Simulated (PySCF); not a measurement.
Rigid-rotor lines calculated for a species of formula C2HNO (commonest isotopes; BHandHLYP/def2-TZVP geometry optimisation, gas phase (PySCF)), labelled J(Ka,Kc):

```tsv
transition	MHz
2(1,1) ← 1(1,0)	20090.4
1(0,1) ← 0(0,0)	9870.6
2(0,2) ← 1(0,1)	19739.7
2(1,2) ← 1(1,1)	19391.9
1(1,1) ← 0(0,0)	74420.0
```

(1) Find the rotational constants.

(2) What moments of inertia, asymmetry and inertial defect follow?

(3) Which dipole components do these lines need?

(4) Predict further lines from these constants: 2(2,0) ← 2(1,1); 4(4,0) ← 3(3,1); 4(2,3) ← 3(1,2); 4(1,4) ← 3(0,3); 2(1,2) ← 1(0,1); 4(4,0) ← 4(3,1); 3(1,2) ← 2(1,1); 2(1,1) ← 2(0,2); 1(1,0) ← 1(1,1); 3(2,2) ← 3(1,3); 4(1,4) ← 3(1,3); 2(2,1) ← 1(1,0); 4(3,2) ← 3(2,1); 2(1,1) ← 2(1,2).

(5) Which structure gave them?

## Answers

(1) 1(0,1) ← 0(0,0) is B + C, 2(1,1) ← 1(1,0) is 3B + C and 2(1,2) ← 1(1,1) is B + 3C, so B − C is half the difference of the last two, 349.2 MHz. 1(1,1) ← 0(0,0) is A + C. A = 69659.4, B = 5109.9, C = 4760.7 MHz.

(2) I = 505379 MHz·u·Å² over each constant: Ia = 7.26, Ib = 98.90, Ic = 106.16 u·Å²; κ = (2B − A − C)/(A − C) = -0.989 (near-prolate asymmetric top); Δ = Ic − Ia − Ib = 0.00 u·Å².

(3) μa and μb (a-type: ΔKa even, ΔKc odd; b-type: both odd). The calculation gives |μa| = 1.18 D, |μb| = 2.29 D, |μc| = 0.00 D.

(4) 
| transition | MHz | type | branch |
| --- | --- | --- | --- |
| 1(1,0) ← 1(1,1) | 349 | a | Q |
| 2(1,1) ← 2(1,2) | 1048 | a | Q |
| 3(1,2) ← 2(1,1) | 30135 | a | R |
| 4(1,4) ← 3(1,3) | 38781 | a | R |
| 2(1,1) ← 2(0,2) | 65249 | b | Q |
| 2(1,2) ← 1(0,1) | 83941 | b | R |
| 4(1,4) ← 3(0,3) | 102464 | b | R |
| 2(2,0) ← 2(1,1) | 193650 | b | Q |
| 3(2,2) ← 3(1,3) | 195221 | b | Q |
| 2(2,1) ← 1(1,0) | 213739 | b | R |
| 4(2,3) ← 3(1,2) | 232607 | b | R |
| 4(3,2) ← 3(2,1) | 363099 | b | R |
| 4(4,0) ← 4(3,1) | 453066 | b | Q |
| 4(4,0) ← 3(3,1) | 492551 | b | R |

(5) `N#CC=O` (cyanoformaldehyde), point group Cs. Three constants can't fix a structure by themselves; this is the one that was computed:
```
atom  x, y, z in Å
N1     0.581   -1.884   -0.371
C2     0.276   -0.811   -0.155
C3    -0.174    0.560    0.105
O4     0.533    1.378    0.586
H5    -1.208    0.753   -0.184
```

Whether it is a minimum is left open (no frequencies). No vibrational averaging or centrifugal distortion is included, and the geometry carries the error of its method. Quadrupole hyperfine structure (14N) is left out.
